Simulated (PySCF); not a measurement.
Estimate the missing entries of this data sheet.

Species: C5H5N.
SMILES: `N#CCC1C=C1`

Conformer (atom-mapped SMILES and torsion angles): `[N:1]#[C:2][CH2:3][CH:4]1[CH:5]=[CH:6]1`: C2–C3–C4–C5 85°.

| property | level | value |
| --- | --- | --- |
| point group of the GFN2-xTB geometry | GFN2-xTB | C1 |
| rotational constants A, B, C of the GFN2-xTB geometry | GFN2-xTB | ? |
| dipole moment | CAM-B3LYP/def2-SVPD | ? |
| HOMO energy | CAM-B3LYP/def2-SVPD | ? |
| LUMO energy | CAM-B3LYP/def2-SVPD | ? |
| lowest singlet excitation | TDDFT CAM-B3LYP/def2-SVPD | 6.43 eV (193 nm, f = 0.005) |
| strongest line among the 8 lowest singlet transitions | TDDFT CAM-B3LYP/def2-SVPD | S2 at 6.51 eV (190 nm, f = 0.062) |
| lowest triplet excitation (Tamm–Dancoff) | TDA CAM-B3LYP/def2-SVPD | ? |
| static isotropic polarisability | CAM-B3LYP/def2-SVPD | ? |
| electronic spatial extent ⟨r²⟩ about the centre of nuclear charge | CAM-B3LYP/def2-SVPD | ? |

Gas-phase values; electronic properties from PySCF, density fitting. One conformer (not necessarily the lowest) at the GFN2-xTB geometry, without solvent, vibrations or thermal averaging.

The HOMO energy?

-9.26 eV.

Give the rotational constants A, B, C of the GFN2-xTB geometry.

12.236, 2.140, 1.943 GHz.

Give the dipole moment.

4.50 D.

The LUMO energy?

0.52 eV.

What is the static isotropic polarisability?

57.5 au.

Give the lowest triplet excitation (Tamm–Dancoff).

4.15 eV.

The electronic spatial extent ⟨r²⟩ about the centre of nuclear charge?

609 bohr².

The vertical singlet–triplet gap S1 − T1 is 2.28 eV (TDDFT singlet less Tamm–Dancoff triplet; S1: HOMO−1→LUMO, weight 0.83; T1: HOMO→LUMO, weight 0.89). The principal polarisabilities are 45.2, 54.6 and 72.7 au; their mean is the isotropic value. With B = h/(8π²I), that is 505.379 GHz u Å² over I, the principal moments of inertia are 41.3, 236.1 and 260.0 u Å² (most abundant isotopes); the inertial defect Ic − Ia − Ib is -17.4 u Å² (zero for a rigid planar frame, negative otherwise). The rotational constants make it an asymmetric top with κ = (2B − A − C)/(A − C) = -0.96, nearer the prolate limit (−1). No computed singlet falls in the visible range (750 to 380 nm, 1.65 to 3.26 eV); S1 lies 3.17 eV above its blue end.

For the TDDFT job (CAM-B3LYP/def2-SVPD), on one thread of an Arm Neoverse V2 (shared host), this took 16 s.
